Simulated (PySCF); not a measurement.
## XPS shifts beside NMR shieldings

Species: C4H7S (charge -1).
SMILES with atom numbers: `[CH3:1]/[CH:2]=[CH:3]\[CH2:4][S-:5]`

Binding energies: delta-SCF UKS SCAN, pcX-2 on the ionised atom, pcseg-1 elsewhere, spin-free X2C (PySCF). Shieldings: GIAO PBE0/pcSseg-1, non-relativistic, same geometry.

```
atom  isotropic shielding (ppm)
  C1                      169.3
  C2                       81.0
  C3                       31.5
  C4                      149.9
```

What are the C 1s binding energies of these atoms?

```json
{"atom": "C2", "environment": "alkene CH carbon", "C 1s (eV)": "285.39", "isotropic shielding (ppm)": "81.0"}
{"atom": "C3", "environment": "alkene CH carbon", "C 1s (eV)": "285.52", "isotropic shielding (ppm)": "31.5"}
{"atom": "C4", "environment": "sp3 carbon bound to sulfur", "C 1s (eV)": "285.81", "isotropic shielding (ppm)": "149.9"}
{"atom": "C1", "environment": "allylic carbon", "C 1s (eV)": "286.94", "isotropic shielding (ppm)": "169.3"}
```

Among the listed atoms, is the one with the highest binding energy also the least shielded?

No. The highest binding energy is at C1 (286.94 eV, shielding 169.3 ppm), the lowest shielding at C3 (31.5 ppm, 285.52 eV).

By binding energy: C2 < C3 < C4 < C1. By shielding: C3 < C2 < C4 < C1.

The species carries charge -1, so core ionisation leaves a neutral species. The basis sets have no added diffuse functions. One conformer (not necessarily the lowest) at the PBE0-D3(BJ)/def2-SVP geometry, without solvent, vibrations or thermal averaging.

The values belong to the conformer `[CH3:1]/[CH:2]=[CH:3]\[CH2:4][S-:5]`: C2–C3–C4–S5 -115°.
